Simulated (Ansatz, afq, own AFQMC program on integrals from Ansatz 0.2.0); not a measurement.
## Atomization energy of H2O, singlet

```xyz
3

O     0.0000   -0.0653    0.0000
H     0.0000    0.5184   -0.7615
H     0.0000    0.5184    0.7615
```

Atoms in their ground-state spins without spin–orbit coupling (mostly on UHF) minus the molecule (RHF), without zero-point energy. The geometry is a stationary point, not shown to be a minimum.

Basis cc-pVTZ. Noble-gas cores (and the filled d shells of Ga–Kr and In–Xe) are frozen. AFQMC by an in-house program on the Cholesky factors that Ansatz 0.2.0 writes for its CCSD(T) run. The CISD trial takes its coefficients from CCSD amplitudes. Released means that phaseless walkers are propagated on without the constraint, phases kept. Uncertainties: one standard error, sampling alone. The errors of all members are added in quadrature.

No full CI on the walks' own integrals is used here; CCSDT(Q) serves as the reference and is uncertain by about the last step of the cluster series. Each member takes its own surest rung, up to full CI.

The best estimate is CCSD(T) at the basis-set limit (CBS: def2-TZVPP and def2-QZVPP, with their diffuse functions for anions and beside diffuse sets, CCSD(T) itself extrapolated) plus the step from CCSD(T) to CCSDT(Q) in cc-pVTZ. Rows without CBS are in cc-pVTZ; B2PLYP and the wave-function rows carry a basis error of their own. Core correlation and relativity beyond core potentials are missing, and ± holds the sampling alone.

Cautions: other spins of the molecule weren't checked.

```csv
level,atomization energy (eV)
wB97M-V,9.944
CCSD,9.628
B3LYP,9.896
```

(1) From these cheaper values, estimate the atomization energy at the level of the best estimate.

(1) 10.118 eV (best estimate, highest rung CCSDT(Q)).

| level | atomization energy (eV) | error against the best estimate (eV) |
| --- | --- | --- |
| HF | 6.684 | -3.434 |
| MP2 | 9.907 | -0.211 |
| CCSD(T) | 9.757 | -0.361 |
| CCSDT | 9.752 | -0.367 |
| CCSDT(Q) | 9.760 | -0.358 |
| ph-AFQMC/CISD | 9.781 ± 0.014 | -0.337 ± 0.014 |
| released AFQMC | 9.754 ± 0.016 | -0.365 ± 0.016 |
| HF/CBS | 6.753 | -3.366 |
| MP2/CBS | 10.314 | 0.195 |
| CCSD(T)/CBS | 10.116 | -0.003 |
| PBE | 10.034 | -0.084 |
| r2SCAN | 9.875 | -0.244 |
| PBE0 | 9.743 | -0.376 |
| B2PLYP | 9.841 | -0.277 |

Correlation beyond CCSD(T) adds 0.003 eV. Going to the basis-set limit adds 0.358 eV at CCSD(T). The perturbative (T) step is worth +0.129 eV. The functionals spread over 0.291 eV; PBE comes nearest and PBE0 is 0.376 eV too low.

Best estimates are given only where the step beyond CCSD(T) is under 0.3 eV and no member's determinant is very poor (T1 over 0.05, or 0.07 for open shells, ⟨S²⟩ too high by 0.3, two states mixed), so the hardest cases are missing from such tables.

The functionals ran in a triple-zeta set and keep a basis error of their own, a few kJ/mol for each bond in atomization energies and more for double hybrids, so close places among them and the extrapolated levels can swap.

CCSDT and higher add their correlation energy to the determinant of the CCSD(T) run, since their own runs factorise the integrals more tightly (a shift of under 2 meV). Each member of a difference takes its own highest rung, so a best estimate needn't equal the limit plus the step of one row. A walk keeps the symmetry of its determinant, which the program's search chose and which needn't be the lowest solution, so a lower state of the same spin and another symmetry isn't excluded. Released energies are given only where the last usable release times agree within the noise; a slower fall can still hide under it.
